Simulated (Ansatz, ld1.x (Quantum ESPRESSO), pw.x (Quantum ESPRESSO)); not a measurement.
**C: does the TM potential hold in the solid?**

ld1.x (Quantum ESPRESSO) 7.5 input, shortened:

```
&input
   title='C', zed=6., rel=1, dft='PBE', iswitch=3,
   config='[He] 2s2 2p2 3d-2'
 /
 &inputp
   pseudotype=2, tm=.true., lloc=-2, rcloc=1.60,
   nlcc=.false.
 /
3
2S  1  0   2.00   0.00  1.30  1.30  0.0
2P  2  1   2.00   0.00  3.25  3.25  0.0
3D  3  2  -2.00   0.40  3.25  3.25  0.0
 &test
   configts(1)='2s2 2p2'
 /
```

Atomic tests: cutoffs needed: 30 Ry and 80 Ry (the cutoffs (Ry, on a coarse ladder) from which the occupation-weighted sum of valence levels, in a spherical-Bessel basis at the reference potential, stays within 10 and 1 mRy of its value at 400 Ry); ghost test: no extra level below or beside the all-electron valence levels (s, p, d, f tested) (spherical-Bessel basis up to 400 Ry, 20 bohr box); configuration tests: 1 of 7 tests not solved or not reliable.

Crystal test: diamond C in pw.x 7.5, no spin, 13³ k-points, Fermi–Dirac smearing 0.01 Ry, cutoffs 100/400 Ry. The reference is all-electron LAPW (Ansatz 0.2.0) with the same functional, mesh and smearing; V0 and B0 come from Birch–Murnaghan fits to the pressures at five volumes. Errors are pseudo minus all-electron; Δ is the rms difference of the E(V) curves that follow from these fits, minima aligned, over ±6 % about the mean V0. Mesh and smearing are coarse, so the numbers serve the comparison and aren't converged zero-temperature values; the lattice is a test structure that the element need not adopt.

All-electron: a0 = 3.572 Å (V0 = 5.69 Å³/atom), B0 = 433.5 GPa.

Q: How far does the potential miss the all-electron equation of state?

A: converged, but broken (pressure over 100 GPa off). The pressure does not cross zero within the volumes sampled, so no fit is given. The largest radius (3.25 bohr) exceeds half the bond length (1.46 bohr), so the spheres overlap, which is one possible source of error among others. The pseudo pressure rises with volume over part of the range, a mechanical instability. Atomic configuration tests: 1 of 7 tests not solved or not reliable. A pressure error of this size marks a broken potential; the numbers have no physical meaning.

| V (Å³/atom) | P all-electron (GPa) | P pseudo (GPa) |
| --- | --- | --- |
| 5.386 | 26.82 | -192.38 |
| 5.527 | 13.67 | -194.31 |
| 5.669 | 1.97 | -195.12 |
| 5.811 | -8.43 | -194.99 |
| 5.952 | -17.68 | -194.11 |

Q: At the middle volume, how do free energy and pressure move when the wave cutoff is lowered (ecutrho kept at four times it)?

A:

| cutoff (Ry) | shift of F (meV/atom) | shift of P (GPa) |
| --- | --- | --- |
| 45 | +23.9 | -0.17 |
| 60 | +15.8 | -1.10 |
| 80 | +2.5 | -0.52 |

The run at the middle volume (84 k-points, 8 iterations) took about 10 s on one core of a shared host (Neoverse-V1, 32 threads, 247 GiB, load 26).
